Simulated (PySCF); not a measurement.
**AlH2ClF− (SMILES [F][AlH2-][Cl]) at 6 levels**

We compute a comparison of 6 runs (PBE/STO-3G, r2SCAN/STO-3G, MP2/STO-3G, BCCD(T)/STO-3G, NEVPT2(2,2)/STO-3G, FCI/STO-3G) of AlH2ClF−. 

The calculation is run with PySCF 2.14.0.

2 further runs of the same task are left out: 2 set aside as unsound or not needed.

**1. Starting point**

AlH2ClF− has 5 atoms, charge -1, and is taken as a singlet. As SMILES, `[F][AlH2-][Cl]`. The Al2–Cl3 distance was set to 3.168 Å, away from the relaxed value. At this shape a bond of the SMILES string is far longer than usual.

Bond lengths: F1–Al2 1.693 Å, Al2–H4 1.585 Å, Al2–H5 1.585 Å. Angles: F1–Al2–H4 109.3°, F1–Al2–H5 109.3°, H4–Al2–H5 113.5°.

**2. A single-point energy at PBE/STO-3G (run 1)**

input.py reads:

```python
from pyscf import gto, dft

system = gto.M(
    atom='''
F     -3.899731     1.212762     1.789316
Al    -1.809071     1.114780    -0.631594
Cl     3.125380    -1.876385     0.966274
H     -3.029286    -0.367011    -2.930710
H     -0.966404     3.903997    -1.323706
''',
    max_memory=1860,
    charge=-1,
    spin=0,
    unit='bohr',
    basis='sto-3g',
    verbose=4,
)

calc0 = dft.RKS(system, xc='pbe')
calc0.conv_tol = 1e-10
calc0.grids.level = 5
calc0.kernel()
if not calc0.converged:
    calc0 = calc0.newton().run(calc0.mo_coeff, calc0.mo_occ)

etot = calc0.e_tot
print(f'total energy: {etot:.8f} hartree')
```

The run is started by

```
OMP_NUM_THREADS=1 python input.py
```

The program printed:

```text
PySCF version 2.14.0

[INPUT] num. atoms = 5
[INPUT] num. electrons = 42
[INPUT] charge = -1
[INPUT] spin (= nelec alpha-beta = 2S) = 0
[INPUT] symmetry False subgroup None
[INPUT] Mole.unit = bohr
[INPUT] Symbol           X                Y                Z      unit          X                Y                Z       unit  Magmom
[INPUT]  1 F     -2.063648773918   0.641766012670   0.946865250335 AA   -3.899731000000   1.212762000000   1.789316000000 Bohr   0.0
[INPUT]  2 Al    -0.957319146136   0.589916171189  -0.334225151354 AA   -1.809071000000   1.114780000000  -0.631594000000 Bohr   0.0
[INPUT]  3 Cl     1.653879871465  -0.992940180912   0.511330180305 AA    3.125380000000  -1.876385000000   0.966274000000 Bohr   0.0
[INPUT]  4 H     -1.603029116559  -0.194213857357  -1.550864943815 AA   -3.029286000000  -0.367011000000  -2.930710000000 Bohr   0.0
[INPUT]  5 H     -0.511398973342   2.065906243900  -0.700475049158 AA   -0.966404000000   3.903997000000  -1.323706000000 Bohr   0.0

nuclear repulsion = 110.306204038315
number of shells = 15
number of NR pGTOs = 75
number of NR cGTOs = 25
basis = sto-3g
ecp = {}

******** <class 'pyscf.dft.rks.RKS'> ********
method = RKS
initial guess = minao
damping factor = 0
level_shift factor = 0
DIIS = <class 'pyscf.scf.diis.CDIIS'>
diis_start_cycle = 1
diis_space = 8
diis_damp = 0
SCF conv_tol = 1e-10
SCF conv_tol_grad = None
SCF max_cycles = 50
direct_scf = True
direct_scf_tol = 1e-13
XC library pyscf.dft.libxc version 7.0.0
    S. Lehtola, C. Steigemann, M. J.T. Oliveira, and M. A.L. Marques.,  SoftwareX 7, 1–5 (2018)
XC functionals = pbe
    J. P. Perdew, K. Burke, and M. Ernzerhof.,  Phys. Rev. Lett. 77, 3865 (1996)
    J. P. Perdew, K. Burke, and M. Ernzerhof.,  Phys. Rev. Lett. 78, 1396 (1997)
    J. P. Perdew, K. Burke, and M. Ernzerhof.,  Phys. Rev. Lett. 77, 3865 (1996)
    J. P. Perdew, K. Burke, and M. Ernzerhof.,  Phys. Rev. Lett. 78, 1396 (1997)
radial grids:
    Treutler-Ahlrichs [JCP 102, 346 (1995); DOI:10.1063/1.469408] (M4) radial grids

becke partition: Becke, JCP 88, 2547 (1988); DOI:10.1063/1.454033
pruning grids: <function nwchem_prune>
grids dens level: 5
symmetrized grids: False
atomic radii adjust function: <function treutler_atomic_radii_adjust>
small_rho_cutoff = 0
Set gradient conv threshold to 1e-05
Initial guess from minao.
tot grids = 177056
init E= -793.140818537318
  HOMO = -0.328022616058976  LUMO = -0.0643712070136616  gap/eV = 7.17432
cycle= 1 E= -793.676225135569  delta_E= -0.535  |g|= 0.456  |ddm|= 2.23
  HOMO = 0.266464241436487  LUMO = 0.303101984027631  gap/eV = 0.99696
cycle= 2 E= -792.214823696908  delta_E= 1.46  |g|= 2.23  |ddm|= 3.22
  HOMO = 0.214369730014043  LUMO = 0.274034376284752  gap/eV = 1.62356
cycle= 3 E= -793.696043150977  delta_E= -1.48  |g|= 0.386  |ddm|= 2.69
  HOMO = 0.139836259936813  LUMO = 0.299354379896842  gap/eV = 4.34071
cycle= 4 E= -793.788007007085  delta_E= -0.092  |g|= 0.0991  |ddm|=  1.3
  HOMO = 0.165562197548198  LUMO = 0.284926435206996  gap/eV = 3.24807
cycle= 5 E= -793.793614640972  delta_E= -0.00561  |g|= 0.0192  |ddm|= 0.335
  HOMO = 0.159224034772283  LUMO = 0.287030693585328  gap/eV = 3.47780
cycle= 6 E= -793.793941448883  delta_E= -0.000327  |g|= 0.00175  |ddm|= 0.0782
  HOMO = 0.15987785387943  LUMO = 0.287008272306522  gap/eV = 3.45939
cycle= 7 E= -793.793943971797  delta_E= -2.52e-06  |g|= 0.000292  |ddm|= 0.00698
  HOMO = 0.159781977990588  LUMO = 0.286993168452266  gap/eV = 3.46159
cycle= 8 E= -793.793944029135  delta_E= -5.73e-08  |g|= 5.11e-05  |ddm|= 0.000991
  HOMO = 0.159794254106248  LUMO = 0.286989571007485  gap/eV = 3.46116
cycle= 9 E= -793.793944030799  delta_E= -1.66e-09  |g|= 3.3e-06  |ddm|= 0.000155
  HOMO = 0.159793471656962  LUMO = 0.286989808934546  gap/eV = 3.46119
cycle= 10 E= -793.793944030806  delta_E= -6.37e-12  |g|= 8.48e-08  |ddm|= 9.68e-06
  HOMO = 0.159793542612953  LUMO = 0.286989789495374  gap/eV = 3.46119
Extra cycle  E= -793.793944030806  delta_E=    0  |g|= 1.47e-07  |ddm|= 8.81e-07
converged SCF energy = -793.793944030806
total energy: -793.79394403 hartree
```

Run time: 3.3 s. Hardware: 1 thread of Arm Neoverse V2, shared host; peak memory 0.22 GiB.

**3. The energy at r2SCAN/STO-3G (run 2)**

input.xyz reads:

```xyz
5
AlClFH2
F     -2.063649     0.641766     0.946865
Al    -0.957319     0.589916    -0.334225
Cl     1.653880    -0.992940     0.511330
H     -1.603029    -0.194214    -1.550865
H     -0.511399     2.065906    -0.700475
```

calc.py reads:

```python
from pyscf import gto, dft

mol = gto.M(
    atom='input.xyz',
    charge=-1,
    basis='sto-3g',
    max_memory=1860,
    spin=0,
    verbose=4,
)

mf = dft.RKS(mol, xc='r2scan')
mf.conv_tol = 1e-10
mf.grids.level = 5
mf.kernel()
if not mf.converged:
    mf = mf.newton().run(mf.mo_coeff, mf.mo_occ)

e_final = mf.e_tot
print('E = %.10f Eh' % e_final)
```

The run is started by

```
OMP_NUM_THREADS=1 python calc.py
```

The program printed:

```text
PySCF version 2.14.0

[INPUT] num. atoms = 5
[INPUT] num. electrons = 42
[INPUT] charge = -1
[INPUT] spin (= nelec alpha-beta = 2S) = 0
[INPUT] symmetry False subgroup None
[INPUT] Mole.unit = angstrom
[INPUT] Symbol           X                Y                Z      unit          X                Y                Z       unit  Magmom
[INPUT]  1 F     -2.063649000000   0.641766000000   0.946865000000 AA   -3.899731427233   1.212761976058   1.789315526936 Bohr   0.0
[INPUT]  2 Al    -0.957319000000   0.589916000000  -0.334225000000 AA   -1.809070723843   1.114779676499  -0.631593713983 Bohr   0.0
[INPUT]  3 Cl     1.653880000000  -0.992940000000   0.511330000000 AA    3.125380242896  -1.876384658126   0.966273659274 Bohr   0.0
[INPUT]  4 H     -1.603029000000  -0.194214000000  -1.550865000000 AA   -3.029285779735  -0.367011269556  -2.930710106174 Bohr   0.0
[INPUT]  5 H     -0.511399000000   2.065906000000  -0.700475000000 AA   -0.966404050376   3.903996539096  -1.323705907105 Bohr   0.0

nuclear repulsion = 110.306207606002
number of shells = 15
number of NR pGTOs = 75
number of NR cGTOs = 25
basis = sto-3g
ecp = {}

******** <class 'pyscf.dft.rks.RKS'> ********
method = RKS
initial guess = minao
damping factor = 0
level_shift factor = 0
DIIS = <class 'pyscf.scf.diis.CDIIS'>
diis_start_cycle = 1
diis_space = 8
diis_damp = 0
SCF conv_tol = 1e-10
SCF conv_tol_grad = None
SCF max_cycles = 50
direct_scf = True
direct_scf_tol = 1e-13
XC library pyscf.dft.libxc version 7.0.0
    S. Lehtola, C. Steigemann, M. J.T. Oliveira, and M. A.L. Marques.,  SoftwareX 7, 1–5 (2018)
XC functionals = r2scan
    J. W. Furness, A. D. Kaplan, J. Ning, J. P. Perdew, and J. Sun.,  J. Phys. Chem. Lett. 11, 8208-8215 (2020)
    J. W. Furness, A. D. Kaplan, J. Ning, J. P. Perdew, and J. Sun.,  J. Phys. Chem. Lett. 11, 9248-9248 (2020)
    J. W. Furness, A. D. Kaplan, J. Ning, J. P. Perdew, and J. Sun.,  J. Phys. Chem. Lett. 11, 8208-8215 (2020)
    J. W. Furness, A. D. Kaplan, J. Ning, J. P. Perdew, and J. Sun.,  J. Phys. Chem. Lett. 11, 9248-9248 (2020)
radial grids:
    Treutler-Ahlrichs [JCP 102, 346 (1995); DOI:10.1063/1.469408] (M4) radial grids

becke partition: Becke, JCP 88, 2547 (1988); DOI:10.1063/1.454033
pruning grids: <function nwchem_prune>
grids dens level: 5
symmetrized grids: False
atomic radii adjust function: <function treutler_atomic_radii_adjust>
small_rho_cutoff = 0
Set gradient conv threshold to 1e-05
[... 1 set-up line as earlier in the session ...]
tot grids = 177056
init E= -793.491503825664
  HOMO = -0.340967287247271  LUMO = -0.060578194125292  gap/eV = 7.62978
cycle= 1 E= -794.091777766815  delta_E= -0.6  |g|= 0.429  |ddm|= 2.22
  HOMO = 0.239686251459304  LUMO = 0.290601771822674  gap/eV = 1.38548
cycle= 2 E= -793.24179991683  delta_E= 0.85  |g|= 1.78  |ddm|= 2.79
  HOMO = 0.191220266780084  LUMO = 0.277872003893815  gap/eV = 2.35791
cycle= 3 E= -794.166444997547  delta_E= -0.925  |g|= 0.208  |ddm|= 2.14
  HOMO = 0.126767299344206  LUMO = 0.300232086383496  gap/eV = 4.72022
cycle= 4 E= -794.193164220315  delta_E= -0.0267  |g|= 0.0646  |ddm|= 0.826
  HOMO = 0.148201583900359  LUMO = 0.287603899134525  gap/eV = 3.79333
cycle= 5 E= -794.196317321814  delta_E= -0.00315  |g|= 0.00683  |ddm|= 0.24
  HOMO = 0.146526024702441  LUMO = 0.288453237535434  gap/eV = 3.86204
cycle= 6 E= -794.196350908775  delta_E= -3.36e-05  |g|= 0.00129  |ddm|= 0.0189
  HOMO = 0.145805598408481  LUMO = 0.288504709715112  gap/eV = 3.88304
cycle= 7 E= -794.196352513444  delta_E= -1.6e-06  |g|= 0.000152  |ddm|= 0.00588
  HOMO = 0.145878379654085  LUMO = 0.288494192668512  gap/eV = 3.88077
cycle= 8 E= -794.196352537238  delta_E= -2.38e-08  |g|= 1.78e-06  |ddm|= 0.000642
  HOMO = 0.145878838375586  LUMO = 0.288494020668334  gap/eV = 3.88076
cycle= 9 E= -794.196352537239  delta_E= -7.96e-13  |g|= 2.15e-07  |ddm|= 5.57e-06
  HOMO = 0.145879052894493  LUMO = 0.288493979041781  gap/eV = 3.88075
Extra cycle  E= -794.196352537241  delta_E= -2.61e-12  |g|= 2.77e-07  |ddm|= 2.03e-06
converged SCF energy = -794.196352537241
E = -794.1963525372 Eh
```

It took 4.5 s on 1 thread of Arm Neoverse V2, shared host; peak memory 0.23 GiB.

Runs 3 to 5 aren't shown in full; the table further down has their settings and results.

**4. The energy at FCI/STO-3G (run 6)**

calc.py reads:

```python
from pyscf import gto, mcscf

molecule = gto.M(
    atom=[
    ('F', (-2.063649, 0.641766, 0.946865)),
    ('Al', (-0.957319, 0.589916, -0.334225)),
    ('Cl', (1.653880, -0.992940, 0.511330)),
    ('H', (-1.603029, -0.194214, -1.550865)),
    ('H', (-0.511399, 2.065906, -0.700475)),
],
    basis='sto-3g',
    max_memory=1860,
    charge=-1,
    verbose=4,
)

mf = molecule.RHF()
mf.conv_tol = 1e-10
mf.kernel()
if not mf.converged:
    mf = mf.newton().run(mf.mo_coeff, mf.mo_occ)

cas = mcscf.CASCI(mf, mf.mo_coeff.shape[-1] - 11, (molecule.nelec[0] - 11, molecule.nelec[1] - 11))  # full CI above the frozen core
cas.fix_spin_(ss=0.0)
cas.kernel()
etot = cas.e_tot
print(f'total energy: {etot:.8f} hartree')
```

The run is started by

```
OMP_NUM_THREADS=1 python calc.py
```

The program printed:

```text
PySCF version 2.14.0

[INPUT] num. atoms = 5
[INPUT] num. electrons = 42
[INPUT] charge = -1
[INPUT] spin (= nelec alpha-beta = 2S) = 0
[INPUT] symmetry False subgroup None
[INPUT] Mole.unit = angstrom
[INPUT] Symbol           X                Y                Z      unit          X                Y                Z       unit  Magmom
[INPUT]  1 F     -2.063649000000   0.641766000000   0.946865000000 AA   -3.899731427233   1.212761976058   1.789315526936 Bohr   0.0
[INPUT]  2 Al    -0.957319000000   0.589916000000  -0.334225000000 AA   -1.809070723843   1.114779676499  -0.631593713983 Bohr   0.0
[INPUT]  3 Cl     1.653880000000  -0.992940000000   0.511330000000 AA    3.125380242896  -1.876384658126   0.966273659274 Bohr   0.0
[INPUT]  4 H     -1.603029000000  -0.194214000000  -1.550865000000 AA   -3.029285779735  -0.367011269556  -2.930710106174 Bohr   0.0
[INPUT]  5 H     -0.511399000000   2.065906000000  -0.700475000000 AA   -0.966404050376   3.903996539096  -1.323705907105 Bohr   0.0

nuclear repulsion = 110.306207606002
number of shells = 15
number of NR pGTOs = 75
number of NR cGTOs = 25
basis = sto-3g
ecp = {}

******** <class 'pyscf.scf.hf.RHF'> ********
method = RHF
initial guess = minao
damping factor = 0
level_shift factor = 0
DIIS = <class 'pyscf.scf.diis.CDIIS'>
diis_start_cycle = 1
diis_space = 8
diis_damp = 0
SCF conv_tol = 1e-10
SCF conv_tol_grad = None
SCF max_cycles = 50
direct_scf = True
direct_scf_tol = 1e-13
Set gradient conv threshold to 1e-05
[... 1 set-up line as earlier in the session ...]
init E= -791.593890922739
  HOMO = -0.341048269969308  LUMO = 0.0514516305687642  gap/eV = 10.68047
cycle= 1 E= -792.667644603533  delta_E= -1.07  |g|= 0.338  |ddm|= 2.07
  HOMO = -0.00446388257372801  LUMO = 0.411562189739567  gap/eV = 11.32065
cycle= 2 E= -792.735351495  delta_E= -0.0677  |g|= 0.0737  |ddm|= 0.766
  HOMO = -0.0102510222921284  LUMO = 0.442371008106924  gap/eV = 12.31647
cycle= 3 E= -792.738556226778  delta_E= -0.0032  |g|= 0.0222  |ddm|= 0.143
  HOMO = -0.0198394925303861  LUMO = 0.443791854645725  gap/eV = 12.61605
cycle= 4 E= -792.73903804664  delta_E= -0.000482  |g|= 0.00373  |ddm|= 0.0741
  HOMO = -0.0206127177054347  LUMO = 0.444159048374264  gap/eV = 12.64708
cycle= 5 E= -792.73905279546  delta_E= -1.47e-05  |g|= 0.00107  |ddm|= 0.0112
  HOMO = -0.0204636973202437  LUMO = 0.444057826884839  gap/eV = 12.64027
cycle= 6 E= -792.739054099353  delta_E= -1.3e-06  |g|= 0.000103  |ddm|= 0.00417
  HOMO = -0.0204089426349053  LUMO = 0.444084938673294  gap/eV = 12.63952
cycle= 7 E= -792.739054109695  delta_E= -1.03e-08  |g|= 1.92e-05  |ddm|= 0.000348
  HOMO = -0.0204068637664833  LUMO = 0.444079056631541  gap/eV = 12.63931
cycle= 8 E= -792.739054110091  delta_E= -3.96e-10  |g|= 6.21e-06  |ddm|= 6.94e-05
  HOMO = -0.0204068334544867  LUMO = 0.444079452508379  gap/eV = 12.63932
cycle= 9 E= -792.739054110121  delta_E= -3e-11  |g|= 9.64e-07  |ddm|= 1.85e-05
  HOMO = -0.020407238548501  LUMO = 0.444079688354062  gap/eV = 12.63933
Extra cycle  E= -792.739054110122  delta_E= -1.36e-12  |g|= 4.17e-07  |ddm|= 2.24e-06
converged SCF energy = -792.739054110122

******** <class 'pyscf.mcscf.casci.CASCI'> ********
CAS (10e+10e, 14o), ncore = 11, nvir = 0
natorb = False
canonicalization = True
sorting_mo_energy = False
******** <class 'pyscf.fci.addons.SpinPenaltyFCISolver'> ********
max. cycles = 200
conv_tol = 1e-08
davidson only = True
linear dependence = 1e-12
level shift = 0.001
max iter space = 12
nroots = 1
pspace_size = 400
spin = None
Density matrix diagonal elements [1.99774119 1.99991222 1.97893986 1.99054455 1.98000282 1.971944
 1.97309389 1.99764365 1.99995846 1.9999501  0.03566956 0.02990227
 0.02218133 0.02251611]
CASCI converged
CASCI E = -792.805328686930  E(CI) = -64.1204178359736  S^2 = 0.0000000
total energy: -792.80532869 hartree
```

Run time: 30 s. Hardware: 1 thread of Arm Neoverse V2, shared host; peak memory 0.34 GiB.

**5. The series**

```tsv
run	level	integration grid	frozen core orbitals	energy (Eh)	HOMO energy (eV)	LUMO energy (eV)	HOMO–LUMO gap (eV)	wall time
1	PBE/STO-3G	5	–	-793.793944	4.35	7.81	3.46	3.3 s
2	r2SCAN/STO-3G	5	–	-794.196353	3.97	7.85	3.88	4.5 s
3	MP2/STO-3G	–	11	-792.786216	-0.56	12.08	12.64	0.62 s
4	BCCD(T)/STO-3G	–	11	-792.804881	–	–	–	0.9 s
5	NEVPT2(2,2)/STO-3G	–	–	-792.796314	-0.56	12.08	12.64	0.92 s
6	FCI/STO-3G	–	11	-792.805329	-0.56	12.08	12.64	30 s
```

**6. Results**

```
                                                    quantity          value
                                         run 6: total energy  -792.80533 Eh
                  run 6: HOMO energy (Hartree–Fock orbitals)       -0.56 eV
                  run 6: LUMO energy (Hartree–Fock orbitals)       12.08 eV
run 6: HOMO–LUMO gap (to an unbound level, set by the basis)       12.64 eV
         run 6: correlation energy (11 core orbitals frozen)      -66.3 mEh
```

What this shows: Against full CI in this basis: MP2 +19.1 mEh; BCCD(T) +0.4 mEh. Totals of different functionals can't be ranked against each other. In runs 1, 2 the HOMO lies above zero, so the outermost electron may be held by the basis alone. In runs 1, 2, 3, 4, 5, 6 the basis is minimal, so the values are rough. All runs together took 40 s, the longest 30 s.
